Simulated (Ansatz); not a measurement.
Ansatz (a first-principles code) input:

Ansatz 0.2 input:
```yaml
crystal:
  periodic: [false, false, false]
  atoms:
    - {symbol: Si, position_ang: [0.31425610, 0.31069420, 0.31162611]}
    - {symbol: Cl, position_ang: [-0.87062198, -0.88173458, 1.49949506]}
    - {symbol: Cl, position_ang: [1.49211569, -0.87627774, -0.88862368]}
    - {symbol: Cl, position_ang: [-0.88029285, 1.50214651, -0.86750464]}
basis:
  gaussian:
    orbitals: def2-TZVP
hamiltonian:
  xc: b3lyp
  dispersion: d3bj
magnetization: {spin_polarized: true, initial_magnetization: 1}
phonons: {temperatures: {t_min: 298.15, t_max: 298.15, t_step: 100}}
```

Q: Predict the final energy.

A: -1670.32404 Eh (B3LYP-D3(BJ)/def2-TZVP). The basis has 148 functions.

It need not be the lowest isomer of its formula.
